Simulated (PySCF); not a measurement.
**Electronic absorption of CH3BH2**

Compound: CH3BH2, CH₅B.
SMILES with atom numbers: `[BH2:1][CH3:2]` (hydrogens: H3, H4 on B1; H5, H6, H7 on C2)

Geometry (PBE0-D3(BJ)/def2-SVP, Å), atoms numbered from 1 in this order:
```
atom  x, y, z in Å
B1     0.8901    0.0659   -0.0293
C2    -0.6534   -0.0922   -0.0929
H3     1.6072   -0.8797    0.2165
H4     1.4063    1.1557   -0.1493
H5    -0.9555    0.0830    0.9635
H6    -1.0185   -1.0976   -0.3473
H7    -1.1777    0.6726   -0.6840
```

Theory: PySCF, TDDFT CAM-B3LYP/def2-SVPD, vertical, gas phase, core orbitals frozen in the response.

```json
{"state": "S1", "E (eV)": "5.83", "E (kJ/mol)": "563", "λ (nm)": "212.5", "f": "0.0002", "|μ| (D)": "0.10", "symmetry": "–", "main configurations (H = HOMO, L = LUMO)": "H→L (98%)"}
{"state": "S2", "E (eV)": "6.28", "E (kJ/mol)": "606", "λ (nm)": "197.3", "f": "0.0019", "|μ| (D)": "0.29", "symmetry": "–", "main configurations (H = HOMO, L = LUMO)": "H-1→L (98%)"}
{"state": "S3", "E (eV)": "8.65", "E (kJ/mol)": "835", "λ (nm)": "143.3", "f": "0.019", "|μ| (D)": "0.76", "symmetry": "A″", "main configurations (H = HOMO, L = LUMO)": "H→L+1 (97%)"}
{"state": "S4", "E (eV)": "9.08", "E (kJ/mol)": "876", "λ (nm)": "136.5", "f": "0.0012", "|μ| (D)": "0.18", "symmetry": "–", "main configurations (H = HOMO, L = LUMO)": "H-3→L (98%)"}
{"state": "S5", "E (eV)": "9.13", "E (kJ/mol)": "881", "λ (nm)": "135.8", "f": "0.013", "|μ| (D)": "0.62", "symmetry": "A′", "main configurations (H = HOMO, L = LUMO)": "H-1→L+1 (62%), H-2→L (32%)"}
{"state": "S6", "E (eV)": "9.17", "E (kJ/mol)": "884", "λ (nm)": "135.3", "f": "0.134", "|μ| (D)": "1.97", "symmetry": "A′", "main configurations (H = HOMO, L = LUMO)": "H-2→L (64%), H-1→L+1 (32%)"}
{"state": "S7", "E (eV)": "9.59", "E (kJ/mol)": "926", "λ (nm)": "129.2", "f": "0.096", "|μ| (D)": "1.63", "symmetry": "A″", "main configurations (H = HOMO, L = LUMO)": "H→L+2 (94%)"}
{"state": "S8", "E (eV)": "10.16", "E (kJ/mol)": "980", "λ (nm)": "122.0", "f": "0.245", "|μ| (D)": "2.52", "symmetry": "A′", "main configurations (H = HOMO, L = LUMO)": "H-1→L+2 (92%)"}
{"state": "S9", "E (eV)": "10.51", "E (kJ/mol)": "1014", "λ (nm)": "117.9", "f": "0.043", "|μ| (D)": "1.03", "symmetry": "A″", "main configurations (H = HOMO, L = LUMO)": "H→L+3 (97%)"}
{"state": "S10", "E (eV)": "10.71", "E (kJ/mol)": "1033", "λ (nm)": "115.8", "f": "0.141", "|μ| (D)": "1.86", "symmetry": "A′", "main configurations (H = HOMO, L = LUMO)": "H→L+4 (55%), H-2→L+1 (31%)"}
```

Triplets (Tamm–Dancoff): T1 5.16 eV, H→L (96%); T2 5.65 eV, H-1→L (97%); T3 8.19 eV, H-2→L (94%); T4 8.45 eV, H→L+1 (94%).

The lowest singlet comes at 213 nm (563 kJ/mol) in the ultraviolet; it is dark (f under 0.0005); its leading configuration is HOMO→LUMO (98%). The most intense listed level is S8 at 10.16 eV (122 nm, f = 0.245), 4.33 eV above S1. Löwdin shares by element: HOMO hydrogen 38% or more, boron 37%, carbon 14%; LUMO boron 56%, hydrogen 22% or more, carbon 14%. Orbital energies (eV): HOMO-3 -13.23, HOMO-2 -12.76, HOMO-1 -10.96, HOMO -10.45, LUMO -0.09, LUMO+1 1.25, LUMO+2 2.15. The listed states span 4.88 eV, and the widest gap between neighbours is 2.37 eV (S2 to S3). Of the 10 states listed, 7 reach f = 0.01 and 1 stays under 0.0005. The vertical ionisation energy (ΔSCF) is 11.82 eV, 1.11 eV above S10. Symmetry labels in Cs follow from the direction of the transition dipole and are given only for states with f of 0.002 or more. Singlets were solved by full linear response, triplets in the Tamm–Dancoff approximation.
